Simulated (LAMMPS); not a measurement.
Diamond-structure Si was calculated with the machine-learned potential SNAP Si_Zuo_JPCA2020.snap (LAMMPS).

Computed at the level's own relaxed cell.

Lattice thermal conductivity from three-phonon and isotope scattering in the relaxation-time approximation (finite displacements in a supercell of 64 atoms, 17×17×17 q mesh; displacements of 0.03 Å; mean over three axes):

```json
[
 {"T (K)": "200", "κ (W/(m K))": "130"},
 {"T (K)": "300", "κ (W/(m K))": "79.9"},
 {"T (K)": "500", "κ (W/(m K))": "46.5"}
]
```

Between 300 and 500 K κ falls about as T^−1.1. A mesh coarser by a quarter moves the value at 300 K by 1.0 W/(m K); supercell and displacement were not varied. Four-phonon scattering and thermal expansion, which lower κ, are left out.

Measured, for comparison: lattice thermal conductivity at 300 K 146 W/(m K) (300 K, lattice, sources range from 130 to 149; as tabulated in Plata et al. (2016), arXiv:1611.05481). Computed less measured: lattice thermal conductivity at 300 K -45 % (-39 % to -46 % over the range).

A machine-learned potential is trained on density-functional data: it inherits that level's misses and adds fitting errors of its own.
